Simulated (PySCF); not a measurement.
```xyz
3
charge -1 multiplicity 1, angstrom
P     0.0000   -0.7132    0.0000
S     0.0000    0.3455    1.6725
S     0.0000    0.3455   -1.6725
```

These are results of PBE0/[P def2-TZVPD, S def2-TZVPD], no relativity, density fitting, PySCF, not measurements.

This geometry of [PS2]- is a stationary point at this level.

Problem. What is the point group?

Solution. C2v.

Problem. Is it a minimum?

Solution. Yes: all harmonic wavenumbers are real.

Problem. Which band is strongest in the infrared?

Solution. 657 cm⁻¹ (b2), 282 km/mol.

Problem. Give the atomic charges and bond orders.

Solution. 
```
atom  Mulliken  Löwdin  polar tensor  Mayer order to P1
  P1      0.14   -0.44          0.66                  –
S2,3     -0.57   -0.28         -0.83               1.74
```

Problem. Give the ideal-gas entropy at 298.15 K and 1 bar by parts.

Solution. translation 165.6, rotation 99.5, vibration 10.8, spin 0.0; total 276.0 J/(mol K).

This need not be the most stable arrangement of these atoms. The lowest empty level of this anion is unbound, so it and the gap depend on the basis.
